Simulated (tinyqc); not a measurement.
Inside a calculation. Method: UHF in the sto-3g basis, for H2O, spin multiplicity 1. This run ends on a higher stationary point, not on the lowest solution. One step of it, computed by the program tinyqc.

Task: Iteration 1: diagonalisation and new density. Diagonalise F' = X^T F X, C = X C', fill 5 alpha and 5 beta electrons from the bottom; D(s) = C_occ C_occ^T. Each column has its largest component positive (the first on a tie).

F(alpha) (hartree), order 1O 1s, 1O 2s, 1O 2px, 1O 2py, 1O 2pz, 2H 1s, 3H 1s:
$$\begin{pmatrix}
-18.963545 & -4.897849 & 0.001264 & 0.000000 & -0.006133 & -0.479083 & -0.479083 \\
-4.897849 & -1.776348 & -0.003282 & 0.000000 & -0.102581 & -0.380031 & -0.380031 \\
0.001264 & -0.003282 & 0.383415 & 0.000000 & -0.004719 & -0.089221 & -0.089221 \\
0.000000 & 0.000000 & 0.000000 & 0.214399 & 0.000000 & -0.139056 & 0.139056 \\
-0.006133 & -0.102581 & -0.004719 & 0.000000 & 0.252480 & -0.115373 & -0.115373 \\
-0.479083 & -0.380031 & -0.089221 & -0.139056 & -0.115373 & -0.073944 & -0.095297 \\
-0.479083 & -0.380031 & -0.089221 & 0.139056 & -0.115373 & -0.095297 & -0.073944
\end{pmatrix}$$

F(beta) (hartree), order 1O 1s, 1O 2s, 1O 2px, 1O 2py, 1O 2pz, 2H 1s, 3H 1s:
$$\begin{pmatrix}
-18.963545 & -4.897849 & -0.001264 & 0.000000 & -0.006133 & -0.479083 & -0.479083 \\
-4.897849 & -1.776348 & 0.003282 & 0.000000 & -0.102581 & -0.380031 & -0.380031 \\
-0.001264 & 0.003282 & 0.383415 & 0.000000 & 0.004719 & 0.089221 & 0.089221 \\
0.000000 & 0.000000 & 0.000000 & 0.214399 & 0.000000 & -0.139056 & 0.139056 \\
-0.006133 & -0.102581 & 0.004719 & 0.000000 & 0.252480 & -0.115373 & -0.115373 \\
-0.479083 & -0.380031 & 0.089221 & -0.139056 & -0.115373 & -0.073944 & -0.095297 \\
-0.479083 & -0.380031 & 0.089221 & 0.139056 & -0.115373 & -0.095297 & -0.073944
\end{pmatrix}$$

X, order 1O 1s, 1O 2s, 1O 2px, 1O 2py, 1O 2pz, 2H 1s, 3H 1s:
$$\begin{pmatrix}
1.022872 & -0.129876 & 0.000000 & 0.000000 & -0.003742 & 0.014251 & 0.014251 \\
-0.129876 & 1.083000 & 0.000000 & 0.000000 & 0.031935 & -0.145193 & -0.145193 \\
0.000000 & 0.000000 & 1.000000 & 0.000000 & 0.000000 & 0.000000 & 0.000000 \\
0.000000 & 0.000000 & 0.000000 & 1.038666 & 0.000000 & -0.120164 & 0.120164 \\
-0.003742 & 0.031935 & 0.000000 & 0.000000 & 1.016696 & -0.076228 & -0.076228 \\
0.014251 & -0.145193 & 0.000000 & -0.120164 & -0.076228 & 1.058949 & -0.029079 \\
0.014251 & -0.145193 & 0.000000 & 0.120164 & -0.076228 & -0.029079 & 1.058949
\end{pmatrix}$$

Give: F' = X^T F X; orbital energies; coefficients C; F' = X^T F X; orbital energies; coefficients C; D(alpha) after iteration 1; D(beta) after iteration 1.

Result:

F' = X^T F X (alpha) (hartree):
$$\begin{pmatrix}
-18.595 & -2.620 & -0.001 & 0.000 & -0.012 & -0.028 & -0.028 \\
-2.620 & -0.834 & 0.022 & 0.000 & -0.047 & -0.200 & -0.200 \\
-0.001 & 0.022 & 0.383 & 0.000 & 0.009 & -0.091 & -0.091 \\
0.000 & 0.000 & 0.000 & 0.301 & 0.000 & -0.191 & 0.191 \\
-0.012 & -0.047 & 0.009 & 0.000 & 0.290 & -0.127 & -0.127 \\
-0.028 & -0.200 & -0.091 & -0.191 & -0.127 & 0.058 & -0.046 \\
-0.028 & -0.200 & -0.091 & 0.191 & -0.127 & -0.046 & 0.058
\end{pmatrix}$$

orbital energies (alpha) (hartree): MO1 -18.974, MO2 -0.599, MO3 -0.084, MO4 0.027, MO5 0.329, MO6 0.473, MO7 0.490

coefficients C (alpha), order 1O 1s, 1O 2s, 1O 2px, 1O 2py, 1O 2pz, 2H 1s, 3H 1s:
$$\begin{pmatrix}
0.994 & -0.237 & 0.000 & -0.132 & -0.009 & -0.046 & 0.000 \\
0.026 & 0.878 & 0.000 & 0.625 & 0.075 & 0.255 & 0.000 \\
0.000 & 0.037 & 0.000 & -0.284 & -0.603 & 0.744 & 0.000 \\
0.000 & 0.000 & 0.456 & 0.000 & 0.000 & 0.000 & 0.949 \\
0.001 & 0.117 & 0.000 & -0.330 & 0.807 & 0.521 & 0.000 \\
-0.004 & 0.184 & 0.562 & -0.571 & -0.205 & -0.394 & -0.539 \\
-0.004 & 0.184 & -0.562 & -0.571 & -0.205 & -0.394 & 0.539
\end{pmatrix}$$

F' = X^T F X (beta) (hartree):
$$\begin{pmatrix}
-18.595 & -2.620 & 0.001 & 0.000 & -0.012 & -0.028 & -0.028 \\
-2.620 & -0.834 & -0.022 & 0.000 & -0.047 & -0.200 & -0.200 \\
0.001 & -0.022 & 0.383 & 0.000 & -0.009 & 0.091 & 0.091 \\
0.000 & 0.000 & 0.000 & 0.301 & 0.000 & -0.191 & 0.191 \\
-0.012 & -0.047 & -0.009 & 0.000 & 0.290 & -0.127 & -0.127 \\
-0.028 & -0.200 & 0.091 & -0.191 & -0.127 & 0.058 & -0.046 \\
-0.028 & -0.200 & 0.091 & 0.191 & -0.127 & -0.046 & 0.058
\end{pmatrix}$$

orbital energies (beta) (hartree): MO1 -18.974, MO2 -0.599, MO3 -0.084, MO4 0.027, MO5 0.329, MO6 0.473, MO7 0.490

coefficients C (beta), order 1O 1s, 1O 2s, 1O 2px, 1O 2py, 1O 2pz, 2H 1s, 3H 1s:
$$\begin{pmatrix}
0.994 & -0.237 & 0.000 & -0.132 & -0.009 & 0.046 & 0.000 \\
0.026 & 0.878 & 0.000 & 0.625 & 0.075 & -0.255 & 0.000 \\
0.000 & -0.037 & 0.000 & 0.284 & 0.603 & 0.744 & 0.000 \\
0.000 & 0.000 & 0.456 & 0.000 & 0.000 & 0.000 & 0.949 \\
0.001 & 0.117 & 0.000 & -0.330 & 0.807 & -0.521 & 0.000 \\
-0.004 & 0.184 & 0.562 & -0.571 & -0.205 & 0.394 & -0.539 \\
-0.004 & 0.184 & -0.562 & -0.571 & -0.205 & 0.394 & 0.539
\end{pmatrix}$$

D(alpha) after iteration 1, order 1O 1s, 1O 2s, 1O 2px, 1O 2py, 1O 2pz, 2H 1s, 3H 1s:
$$\begin{pmatrix}
1.061 & -0.266 & 0.034 & 0.000 & 0.010 & 0.030 & 0.030 \\
-0.266 & 1.168 & -0.190 & 0.000 & -0.043 & -0.211 & -0.211 \\
0.034 & -0.190 & 0.446 & 0.000 & -0.388 & 0.293 & 0.293 \\
0.000 & 0.000 & 0.000 & 0.208 & 0.000 & 0.256 & -0.256 \\
0.010 & -0.043 & -0.388 & 0.000 & 0.774 & 0.045 & 0.045 \\
0.030 & -0.211 & 0.293 & 0.256 & 0.045 & 0.718 & 0.087 \\
0.030 & -0.211 & 0.293 & -0.256 & 0.045 & 0.087 & 0.718
\end{pmatrix}$$

D(beta) after iteration 1, order 1O 1s, 1O 2s, 1O 2px, 1O 2py, 1O 2pz, 2H 1s, 3H 1s:
$$\begin{pmatrix}
1.061 & -0.266 & -0.034 & 0.000 & 0.010 & 0.030 & 0.030 \\
-0.266 & 1.168 & 0.190 & 0.000 & -0.043 & -0.211 & -0.211 \\
-0.034 & 0.190 & 0.446 & 0.000 & 0.388 & -0.293 & -0.293 \\
0.000 & 0.000 & 0.000 & 0.208 & 0.000 & 0.256 & -0.256 \\
0.010 & -0.043 & 0.388 & 0.000 & 0.774 & 0.045 & 0.045 \\
0.030 & -0.211 & -0.293 & 0.256 & 0.045 & 0.718 & 0.087 \\
0.030 & -0.211 & -0.293 & -0.256 & 0.045 & 0.087 & 0.718
\end{pmatrix}$$
